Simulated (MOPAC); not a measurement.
MOPAC input (MNDO):

```
MNDO 1SCF GEO-OK AUX(PRECISION=9) THREADS=1
O3

O    -0.01015087 1    1.07558797 1   -0.21689088 1
O     0.00927284 1    0.00110539 1    0.42846783 1
O     0.00087803 1   -1.07669336 1   -0.21157695 1
```

Task: What heat of formation does the run end on, and which ionisation energy by Koopmans theorem?

Result: 59.91 kcal/mol; 12.41 eV.
